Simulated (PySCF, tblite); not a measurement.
Calculations on `C=[C][S-]` [radical], in the order of a workflow; each names the level of the geometry that it ran on. Settings lines and outputs come from a driver script.

Species: C2H2S (charge -1 and doublet state).
Numbering: `[CH2:1]=[C:2][S-:3]` (hydrogens: H4, H5 on C1)

Step 1: GFN2-xTB geometry optimisation, gas phase (tblite 0.8.0) (from a force-field or distance-geometry start)
```json
{"job": {"kind": "relax", "xc": "GFN2-xTB", "basis": "xTB"}, "charge": -1, "multiplicity": 2}
```
```
step      E/eV     max force
  0    -235.01948    3.147
  1    -235.19355    1.843
  2    -235.25071    2.250
...
  9    -235.49178    0.128
 10    -235.49243    0.058
 11    -235.49253    0.021
 12    -235.49255    0.015
 13    -235.49256    0.009
```

Energy lowered by 10.9 kcal/mol over 13 steps; largest atomic force 0.009 eV/Å at the end. «max force» is the largest atomic force in eV/Å.

Step 2: GFN2-xTB harmonic vibrations, gas phase (tblite 0.8.0) (on the GFN2-xTB geometry)
```json
{"job": {"kind": "ir", "xc": "GFN2-xTB", "basis": "xTB"}, "charge": -1, "multiplicity": 2}
```
```
(table of modes left out)
```

9 modes from 296 to 2918 cm⁻¹ (unscaled, harmonic); zero-point energy 17.2 kcal/mol; all wavenumbers are real at this level.

Step 3: UKS B3LYP, pcH-1 on C H S, non-relativistic, mean-field spin-orbit, GIAO (PySCF 2.14.0) (on the GFN2-xTB geometry)
```json
{"job": {"kind": "epr", "basis": "pcH-1"}, "charge": -1, "multiplicity": 2}
```
```
...
E = -475.58026605 Eh   <S^2> = 0.7559 (exact 0.7500)
g shifts (ppm)      1          2          3
  rmc          -174       -174       -174
  gc              2         32          0
  oz_so       -1191       2491       5846
  total       -1362       2350       5672
hyperfine (MHz)  atom isotope    a_iso     a_fc   dipolar eigenvalues
    0   13C      61.31      61.34    -11.80     -1.32     13.13
    1   13C     238.35     238.36    -58.64    -48.54    107.18
    2   33S      13.12      12.98    -32.61    -27.26     59.87
    3    1H      52.14      52.16     -5.54     -4.15      9.69
    4    1H     106.76     106.80     -3.87     -2.33      6.19
```

⟨S²⟩ 0.756; g_iso 2.0045. rmc, gc and oz_so are the mass-correction, gauge-correction and orbital-Zeeman/spin–orbit parts of the g shift along its three principal axes; a_iso is the isotropic hyperfine coupling and a_fc its Fermi-contact part. The log counts atoms from 0, this text from 1.

Problem. Which step took the most CPU time, and about what did each take on one thread, Arm Neoverse V1 (aarch64), on a shared host?

Solution. Step 3, about 99 % of the total. CPU time by step: 1: under 0.1 s, 2: under 0.1 s, 3: 14 s.

Geometry of the electronic-property runs (GFN2-xTB):
```
atom  x, y, z in Å
C1    -0.5024   -0.0322   -0.2828
C2     0.7555   -0.2900    0.0133
S3     1.8980    0.1851    1.1176
H4    -0.9924   -0.5397   -1.1130
H5    -1.1501    0.6796    0.2477
```

Whether the extra electron is bound in the gas phase wasn't checked; a finite basis holds it in any case. (This holds for the electronic-property runs.)
